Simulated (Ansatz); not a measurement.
Wavefunction ladder for C3H9P, SMILES `CP(C)C`

| atom | x (Å) | y (Å) | z (Å) |
| --- | --- | --- | --- |
| C1 | 0.3484 | 0.8482 | -1.3353 |
| P2 | 0.9031 | -0.1319 | 0.1188 |
| C3 | -0.0327 | 0.7392 | 1.4409 |
| C4 | -0.1745 | -1.6080 | -0.0871 |
| H5 | 0.7028 | 0.3729 | -2.2525 |
| H6 | 0.7862 | 1.8478 | -1.2899 |
| H7 | -0.7410 | 0.9407 | -1.3825 |
| H8 | -1.0943 | 0.8451 | 1.1973 |
| H9 | 0.0612 | 0.1870 | 2.3786 |
| H10 | 0.3949 | 1.7320 | 1.5972 |
| H11 | -0.0807 | -2.2535 | 0.7889 |
| H12 | 0.1538 | -2.1808 | -0.9571 |
| H13 | -1.2272 | -1.3386 | -0.2173 |

Total charge 0; spin multiplicity 1. The geometry is a stationary point of PBE0-D4/def2-TZVP. Frozen core, restricted reference, Ansatz 0.2.0. CBS rows extrapolate triple and quadruple zeta; past MP2 they add the triple-zeta difference.

```tsv
basis	HF (Eh)	MP2 corr.	CCSD corr.	(T)	CCSD(T) total
def2-SVP	-459.39283	?	-0.62433	?	?
def2-TZVPP	-459.64670	-0.69631	-0.75099	-0.03008	-460.42777
def2-QZVPP	?	-0.74226	–	–	–
CBS(def2)	-459.66484	-0.77631	?	as TZ	?
```

(1) Fill in the withheld values. (Best estimate.)

Results:

(1) Computed: def2-SVP MP2 corr.: -0.56196; def2-SVP (T): -0.01846; def2-SVP CCSD(T) total: -460.03562; def2-QZVPP HF (Eh): -459.66265; CBS(def2) CCSD corr.: -0.83099; CBS(def2) CCSD(T) total: -460.52591.
